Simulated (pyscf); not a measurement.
This saddle point was located with ωB97X-D3(BJ)/def2-SVP in PySCF.

```
V
O 1 1.5331
O 1 1.7524 2 109.47
H 3 0.9652 1 121.97 2 31.13
O 1 1.7548 2 107.92 3 -112.21
H 5 0.9654 1 121.31 2 -0.22
O 1 2.0057 2 108.52 5 -97.20
H 7 0.9670 1 114.00 2 35.76
H 7 1.2381 8 121.06 1 77.83
H 9 0.9952 7 146.36 8 -123.34
```

Surface: singlet, charge 0. Lowest wavenumbers (cm⁻¹): 1287i, 75, 210, 240, 276.

### Question
What reaction is this the transition state of?

### Answer
O=V(OH)(OH)–OH (SMILES [O]=[V]([OH])([OH])[OH]) + H₂ (SMILES [H][H]) ⇌ O=VH(OH)–OH (SMILES [O]=[VH]([OH])[OH]) + H₂O (SMILES O), a four-centre exchange read from left to right: O–V, H–H broken and H–V, H–O formed. At ωB97M-D3(BJ)/def2-TZVP it lies +38.5 kcal/mol from the left side and +18.0 kcal/mol from the right (each side as separated species at their lowest minima found). On the product side the descent ends in a complex, 4.9 kcal/mol under the separated species and 20.9 kcal/mol under the saddle at ωB97X-D3(BJ)/def2-TZVP. At the saddle there is also a short H–V contact that neither side keeps. This is the saddle that the search found; another between the same sides may lie lower.
